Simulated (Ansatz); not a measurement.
# Crystal structures of strontium under LDA

Method: Ansatz 0.2.0, DFT, LDA (PW92), plane waves (420 eV) with PAW, scalar-relativistic. (PAW data from PBE, frozen cores regenerated.)

Each structure is relaxed within its own symmetry, so a high-lying one may be dynamically unstable.

```
        structure  ΔE (meV/atom)  V (Å³/atom)                                     cell     magnetic state
              bcc             -2        47.83                              a = 4.574 Å  spin not included
              fcc              0        48.92                              a = 5.806 Å  spin not included
             dhcp              3        48.91  a = 4.103 Å, c = 13.421 Å (c/a = 3.271)  spin not included
              hcp              6        49.00   a = 4.103 Å, c = 6.721 Å (c/a = 1.638)  spin not included
              A15             34        49.28                              a = 7.333 Å  spin not included
omega (AlB2-type)             54        48.79   a = 6.576 Å, c = 3.908 Å (c/a = 0.594)  spin not included
     beta-Sn type            248        47.84   a = 7.081 Å, c = 3.816 Å (c/a = 0.539)  spin not included
     simple cubic            379        49.38                              a = 3.669 Å  spin not included
          diamond           1063        97.63                              a = 9.209 Å  spin not included
```

ΔE counts from fcc.

LDA puts bcc 2 meV/atom below fcc, the structure of the real element at low temperature or room conditions.

Differences under about 8 meV lie within the error of the k-point mesh.
